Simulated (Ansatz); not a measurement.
A CCSD(T) single point on `COC(F)CF`.

```yaml
crystal:
  periodic: [false, false, false]
  atoms:
    - {symbol: C, position_ang: [-1.458301, 0.224758, -1.168940]}
    - {symbol: O, position_ang: [-0.269977, -0.381584, -0.699112]}
    - {symbol: C, position_ang: [0.199573, 0.140583, 0.471817]}
    - {symbol: F, position_ang: [-0.651832, -0.165896, 1.517984]}
    - {symbol: C, position_ang: [1.548797, -0.478452, 0.738047]}
    - {symbol: F, position_ang: [2.112885, 0.103269, 1.847223]}
    - {symbol: H, position_ang: [-1.678786, -0.222001, -2.136780]}
    - {symbol: H, position_ang: [-1.320389, 1.305539, -1.291938]}
    - {symbol: H, position_ang: [-2.290965, 0.042325, -0.485295]}
    - {symbol: H, position_ang: [0.254765, 1.239022, 0.446209]}
    - {symbol: H, position_ang: [1.429243, -1.550103, 0.916798]}
    - {symbol: H, position_ang: [2.201988, -0.312762, -0.122010]}
basis:
  gaussian: {orbitals: def2-SVP}
correlation: {method: ccsd_t}
```

```sh
$ ansatz run in.yaml --threads 4 --pin off --events-out ev --progress --plain --max-ram 10444MiB
```

The program prints (abridged):

```
Functional definition: HF
1134 factors; integrals over basis functions are off by at most 1.2e-3 eV
mean field evaluation 1: about -10623.4238 eV, gradient 3.6e1 eV
mean field evaluation 2: about -10623.5879 eV, gradient 3.6e1 eV
mean field evaluation 4: about -10626.4396 eV, gradient 4.0e0 eV
mean field evaluation 8: about -10626.4850 eV, gradient 1.5e-1 eV
mean field -10626.48508596 eV, -390.5161240187 hartree, gradient 2.0e-6 eV, S^2 0.000000; 0 other end points of the search recorded, 0 dependent functions left out
6 core orbitals not correlated: weight in the atoms' cores, before any rotation towards them, 1.000 or more for the frozen orbitals, at most 0.000 for the correlated occupied ones
reference -10626.48508596 eV, -390.5161240187 hartree; 19, 19 occupied and 89, 89 virtual orbitals, 1134 factors
second order -26.20225990 eV of doubles, -0.00000000 eV of singles
cycle   1  -26.75814000 eV  change   -5.6e-1 eV  update   1.0e-1
cycle   2  -27.35273780 eV  change   -5.9e-1 eV  update   2.9e-2
cycle   3  -27.50058310 eV  change   -1.5e-1 eV  update   1.4e-2
cycle   4  -27.49577645 eV  change    4.8e-3 eV  update   2.8e-3
cycle   5  -27.49529967 eV  change    4.8e-4 eV  update   1.2e-3
cycle   6  -27.49582270 eV  change   -5.2e-4 eV  update   3.7e-4
cycle   7  -27.49560337 eV  change    2.2e-4 eV  update   1.3e-4
cycle   8  -27.49551101 eV  change    9.2e-5 eV  update   4.2e-5
cycle   9  -27.49552282 eV  change   -1.2e-5 eV  update   1.4e-5
perturbative correction -0.62744496 eV, -0.0230581771 hartree
Total energy: -10654.60805374 eV, -391.5496240221 hartree
```

It took 12 s on 4 threads of an Arm Neoverse V1 on a shared host, with 0.7 GiB of host memory at the peak.

The correlation energy is -28.123 eV, 2.2 % of it from (T); the T1 diagnostic reads 0.0105.
